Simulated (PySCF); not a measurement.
A run for PySCF: R-B3LYP/6-31G* on C2H2 (SMILES C#C) with ghost functions.

```python
from pyscf import gto, scf, dft, mp
from pyscf.data.elements import chemcore

mol = gto.M(
    atom='''
    C    -0.00696339    0.08025162    2.29204418
    H    -0.00356939    0.04651662    1.22874718
    C    -0.01090039    0.11854162    3.50350918
    H    -0.01416639    0.15191762    4.56442118
    ghost-C   -0.59699339   -0.09933238   -2.89906182
    ghost-H   -1.65899839   -0.09928938   -2.90498282
    ghost-C    0.61484561   -0.09942638   -2.89583282
    ghost-H    1.67687161   -0.09955538   -2.89602882
    ''',
    basis='6-31g*',
    cart=True,
    charge=0, spin=0, verbose=3, max_memory=1800)
mf = dft.RKS(mol, xc='b3lyp')
mf.conv_tol = 1e-8
mf.max_cycle = 100
mf.kernel()
if not mf.converged:
    mf = mf.newton().run(mf.mo_coeff, mf.mo_occ)
```

The log:

```
converged SCF energy = -77.3255214770831
```

The run converged.

Cost: around 2.3 core-seconds (rough).
